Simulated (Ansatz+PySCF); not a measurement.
# singlet N₂: levels of theory in one basis

```json
{"atom": "N", "x (Å)": "0.0000", "y (Å)": "0.0000", "z (Å)": "-1.6466"}
{"atom": "N", "x (Å)": "0.0000", "y (Å)": "0.0000", "z (Å)": "1.6466"}
```

Basis set: cc-pVDZ (spherical functions). Frozen core: 2 orbitals. Charge 0, multiplicity 1.

Computed with Ansatz (development build ahead of 0.2.0); each method stands on the lowest determinant of its kind that the runs found. NEVPT2 correlates all electrons. Active spaces start from the frontier orbitals, and the lowest solution found is given.

| method | E − E(RHF) (eV) | <S²> of the determinant |
| --- | --- | --- |
| RHF | 0.00 | 0.00 |
| UHF | -13.59 | 3.00 |
| RHF-MP2 | -9.51 | – |
| UHF-MP2 | -17.45 | 3.00 |
| RHF-CCSD(T) | -12.96 | – |
| UHF-CCSD(T) | -18.35 | 3.00 |
| RHF-CCSDT(Q) | -13.01 | – |
| UHF-CCSDT(Q) | -18.36 | 3.00 |
| CASSCF(2,2) | -5.88 | – |
| SC-NEVPT2(10,8) | -17.46 | – |
| SC-NEVPT2(2,2) | -10.65 | – |

Question: What does CASSCF(10,8) give on the same scale?

Answer: -13.45 eV.

Question: Is a single determinant a sound starting point here?

Answer: It is doubtful. Unrestricted orbitals lower Hartree–Fock by 13.59 eV and <S²> is 3.00 where a pure state has 0.00, a sign of strong static correlation. The CASSCF(10,8) natural occupations are 2.00, 2.00, 1.08, 1.01, 1.01, 0.99, 0.99, 0.92. The CASSCF(2,2) natural occupations are 1.02, 0.98.

Caution for RHF, RHF-MP2, RHF-CCSD(T), RHF-CCSDT(Q): an unrestricted determinant lies well below. Caution for RHF, UHF, RHF-MP2, UHF-MP2, RHF-CCSD(T), UHF-CCSD(T), RHF-CCSDT(Q), UHF-CCSDT(Q): the determinant breaks the point group. Caution for UHF, UHF-MP2, UHF-CCSD(T), UHF-CCSDT(Q): the unrestricted determinant is a mixture of spin states. Caution for RHF-MP2, RHF-CCSDT(Q): large amplitudes, a single reference is doubtful. Caution for RHF-MP2, UHF-MP2: another reference gives a lower total. Caution for UHF-MP2, UHF-CCSD(T), UHF-CCSDT(Q): bonds are stretched, where a single reference can fail. Caution for RHF-CCSD(T): very large amplitudes, the method is breaking down. Caution for RHF-CCSD(T), RHF-CCSDT(Q): the amplitudes may be one of several solutions. Caution for CASSCF(2,2): other starts end on other solutions of this active space.
